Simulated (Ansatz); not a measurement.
System: BF2, charge 0, doublet. BF2 (SMILES [B](F)F, doublet).
B3LYP-D3(BJ)/def2-TZVP minimum from Ansatz (an electronic-structure program):
```xyz
3

B     -0.0027     0.5023    -0.0114
F      1.1429    -0.1332     0.0106
F     -1.1414    -0.1458    -0.0043
```
Charge 0, spin multiplicity 2.

Wanted: atomisation energy (electronic, to ground-state atoms), in kcal/mol. UHF or UKS for unpaired electrons; spin-orbit terms are left out. CBS(X,Y): correlation extrapolated as X^-3, Hartree-Fock from the larger set (Q,5: extrapolated as (X+1)exp(-9√X)). A bracket is a step between two methods taken in the basis named. Functionals run without relativity, which enters their misses. Double hybrids freeze cores in their MP2 part. 'core' is core correlation in cc-pwCVTZ, 'X2C' scalar relativity in cc-pVTZ-DK, both at CCSD(T). For partners of very few electrons the exact lower level stands in for a higher one.

CCSD(T)/CBS(cc-pVQZ,cc-pV5Z) + [CCSDT(Q) - CCSD(T)]/cc-pVDZ + core + X2C (Ansatz) gives 296.6 kcal/mol.

Question: How far off this value is PBE/def2-TZVPD (Ansatz), in which direction, and which of these levels come nearer: r2SCAN/def2-TZVPD, B3LYP/def2-TZVPD, wB97M-V/def2-TZVPD, B2PLYP/def2-TZVPD, CCSD(T)/CBS(cc-pVQZ,cc-pV5Z) + core + X2C?

Answer: PBE gives 309.4 kcal/mol, 12.8 kcal/mol above it. Differences of the others: r2SCAN/def2-TZVPD (Ansatz) 7.0; B3LYP/def2-TZVPD (Ansatz) -1.3; wB97M-V/def2-TZVPD (Ansatz) -1.0; B2PLYP/def2-TZVPD (Ansatz) -0.3; CCSD(T)/CBS(cc-pVQZ,cc-pV5Z) + core + X2C (Ansatz) -0.5 kcal/mol. Nearer than PBE: r2SCAN/def2-TZVPD, B3LYP/def2-TZVPD, wB97M-V/def2-TZVPD, B2PLYP/def2-TZVPD, CCSD(T)/CBS(cc-pVQZ,cc-pV5Z) + core + X2C.
